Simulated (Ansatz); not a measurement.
# The boron atom (doublet): wave-function methods side by side, 6-31G*

Aim: climb from Hartree-Fock through coupled cluster and multireference methods for the boron atom (doublet) at one geometry and basis, and see what each rung misses.

The runs use Ansatz 0.2.0, Gaussian basis; 6-31G*, core rule «outside noble gas», up to 1 orbitals frozen.

The runs, in order: UHF; CCSD(T) on ROHF; CCSD(T) on UHF; BCCD(T) on ROHF; CISD; CCSDT on ROHF; CCSDT on UHF; CASSCF and MRCISD+Q, 3 electrons in 4 orbitals; CASSCF and MRCISD+Q(relaxed), 3 electrons in 4 orbitals; CASSCF and NEVPT4(SD), 3 electrons in 4 orbitals; CASSCF and NEVPT2, 3 electrons in 4 orbitals; Full CI.

## (1) The atom

A free atom, in its lowest state of this spin that the program finds.

1 atom, charge 0, spin multiplicity 2.

## (2) UHF

in.yaml reads:

```yaml
crystal:
  periodic: [false, false, false]
  atoms:
    - {symbol: B, position_ang: [0.000000, 0.000000, 0.000000]}
basis:
  gaussian: {orbitals: "6-31G*"}
magnetization: {spin_polarized: true, initial_magnetization: 1}
hamiltonian: {xc: hf}
output: {orbitals: {seedname: orbitals}}
```

The run is started by

```console
$ ansatz run in.yaml --threads 1 --pin off --events-out ev --progress --plain --max-ram 2393MiB
```

Further steps of the session: CCSD(T) on ROHF; CCSD(T) on UHF; BCCD(T) on ROHF; CISD; CCSDT on ROHF; CCSDT on UHF; CASSCF and MRCISD+Q, 3 electrons in 4 orbitals; CASSCF and MRCISD+Q(relaxed), 3 electrons in 4 orbitals; CASSCF and NEVPT4(SD), 3 electrons in 4 orbitals; CASSCF and NEVPT2, 3 electrons in 4 orbitals; Full CI.

**Question.** What will the summary of the whole plan be? Wanted: FCI below the RHF energy; RMP2 from FCI; UMP2 from FCI; RCCSD from FCI; RCCSD(T) from FCI; UCCSD(T) from FCI; NEVPT2 valence from FCI; NEVPT4(SD) valence from FCI; MRCISD+Q valence from FCI.

As calculated:

| quantity | value |
| --- | --- |
| FCI below the RHF energy | -1.6462 eV |
| RMP2 from FCI | +579.2 meV |
| UMP2 from FCI | +576.8 meV |
| RCCSD from FCI | +29.5 meV |
| RCCSD(T) from FCI | +7.2 meV |
| UCCSD(T) from FCI | +6.5 meV |
| NEVPT2 valence from FCI | +172.9 meV |
| NEVPT4(SD) valence from FCI | +13.6 meV |
| MRCISD+Q valence from FCI | -8.5 meV |
| levels within 1 kcal/mol (43 meV) | CISD, RCCSD, UCCSD, RCCSD(T), UCCSD(T), BCCD(T), RCCSDT, UCCSDT, NEVPT4(SD) valence, MRCISD valence, MRCISD+Q valence, MRCISD+Q(relaxed) valence |
| T1 diagnostic | 0.017 |
| effectively unpaired electrons | 1.07 |

In words: RCCSD(T) misses by +7.2 meV, 0.4 % of the correlation energy. MRCISD+Q valence, MRCISD+Q(relaxed) valence fall below full CI: the +Q correction isn't variational, and the cores differ from full CI's. One determinant dominates. Of the multireference levels listed MRCISD+Q valence comes nearest in total energy (-8.5 meV), which doesn't show that its space is the better one. These misses are within one basis, not against nature; the frozen cores of restricted and unrestricted runs differ, which can shift their rows.
